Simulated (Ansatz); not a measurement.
# CH₂BNa: one structure at several levels

An exercise on one series of results from a longer session: the logs are not shown, and one member is left open.

The runs use Ansatz 0.2.0, Gaussian basis; single points in def2-TZVPP.

Correlated methods freeze the cores. The outer core shell of Li, Na, Mg and K is correlated. B3LYP uses VWN-RPA correlation.

**The starting structure**

SMILES `C=[B][Na]`, 5 atoms, charge 0, spin multiplicity 1.

Atoms are counted from 1 here; the program's logs count them from 0.

Bond lengths: C1–B2 1.434 Å, C1–H4 1.154 Å, C1–H5 1.142 Å, B2–Na3 2.392 Å. Angles: B2–C1–H4 123.4°, B2–C1–H5 126.6°, H4–C1–H5 109.8°, C1–B2–Na3 179.5°.

Coordinates:

```
atom     x (Å)     y (Å)     z (Å)
  C1  -0.49660   0.52890  -0.30550
  B2   0.42380  -0.42840   0.23630
 Na3   1.97060  -2.02380   1.12180
  H4  -1.50860   0.24050  -0.77970
  H5  -0.39670   1.66610  -0.27010
```

Set-up of the first run:

run/in.yaml

```yaml
crystal:
  periodic: [false, false, false]
  atoms:
    - {symbol: C, position_ang: [-0.496600, 0.528900, -0.305500]}
    - {symbol: B, position_ang: [0.423800, -0.428400, 0.236300]}
    - {symbol: Na, position_ang: [1.970600, -2.023800, 1.121800]}
    - {symbol: H, position_ang: [-1.508600, 0.240500, -0.779700]}
    - {symbol: H, position_ang: [-0.396700, 1.666100, -0.270100]}
basis:
  gaussian: {orbitals: def2-TZVPP}
correlation: {method: ccsd_t}
output: {forces: true}
```

The command line of these runs was not kept.

Steps of the session up to this table: CCSD(T)/def2-TZVPP; PBE0-D4/def2-TZVPP; wB97M-V/def2-TZVPP; r2SCAN-D4/def2-TZVPP; PBE-D4/def2-TZVPP; HSE06-D4/def2-TZVPP; B3LYP-D4/def2-TZVPP.

One of the session's tables, all rows but one given; the rest of the session is left out.

```
   method  RMS force component (eV/Å)  angle to CCSD(T) forces (°)  dipole (D)
  CCSD(T)                       0.763                    reference        8.04
  PBE0-D4                       0.793                         16.7        7.69
  wB97M-V                       0.817                         19.5        7.97
r2SCAN-D4                           ?                            ?           ?
   PBE-D4                       0.668                         14.2        7.10
 HSE06-D4                       0.789                         16.3        7.66
 B3LYP-D4                       0.792                         17.2        7.53
```

Q: Estimate the row for r2SCAN-D4 from the others.

The run gave: RMS force component (eV/Å): 0.778; angle to CCSD(T) forces (°): 16.1; dipole (D): 7.76. In the column «RMS force component (eV/Å)» it lies between CCSD(T) (0.763) and HSE06-D4 (0.789).
